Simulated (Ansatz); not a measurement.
## CH4S, SMILES CS: an active-space calculation, step by step

Program: the Ansatz DFT code, driven from Python.

At the Python prompt:
```pycon
>>> import warnings
>>> import ansatz
>>> config = {
...     "basis_set": "6-31G*",
... }
>>> GEOMETRY = """
... C    -0.14760   -0.29224   -0.38364
... S     0.56637    0.04541    1.25702
... H    -1.17769    0.05077   -0.41292
... H    -0.11163   -1.36870   -0.51773
... H     0.44640    0.19667   -1.14994
... H     0.42414    1.36810    1.20720
... """
>>> warnings.simplefilter("ignore", ansatz.DeckWarning)
>>> molecule = ansatz.Crystal.molecule()
>>> for line in GEOMETRY.strip().splitlines():
...     symbol, *xyz = line.split()
...     molecule = molecule.atom(symbol, [float(v) for v in xyz])
...
>>> model = (
...     molecule.calculation()
...     .basis(gaussian=config["basis_set"])
...     .correlation(active_electrons=2, active_orbitals=2)
... )
>>> for method in ["sc_nevpt2"]:
...     r = (model if method is None else model.correlation(method)).run(threads=1, pin="off").report
...     space = r["configurations"]
...     state = space["states"][0]
...     print(method or "casscf", f"total {r['free_energy_ev'] / 27.211386246:.6f} Ha, active-space state {state['energy']['hartree']:.6f} Ha, mean field {r['reference_energy_ev'] / 27.211386246:.6f} Ha")
...     print("  determinants", state["n_determinants"], " natural occupations", [round(n, 3) for n in space["natural_occupations"]])
...
sc_nevpt2 total -437.952104 Ha, active-space state -437.715862 Ha, mean field -437.699958 Ha
  determinants 4  natural occupations [1.983, 0.017]
>>> print("effectively unpaired electrons, sum of min(n, 2 - n):", round(sum(min(n, 2 - n) for n in space["natural_occupations"]), 3))
effectively unpaired electrons, sum of min(n, 2 - n): 0.034
```

Notes:
- Total energies depend on the basis set; only differences at equal settings carry meaning.
- The geometry is a force-field or estimated start, not a minimum of this method, and the basis set is short of its limit. The active space starts as a window about the frontier orbitals and is then optimised, not chosen by chemistry.
- Run time: 2.4 s on 1 thread of Arm Neoverse N1 (shared host), peak memory 0.14 GiB.
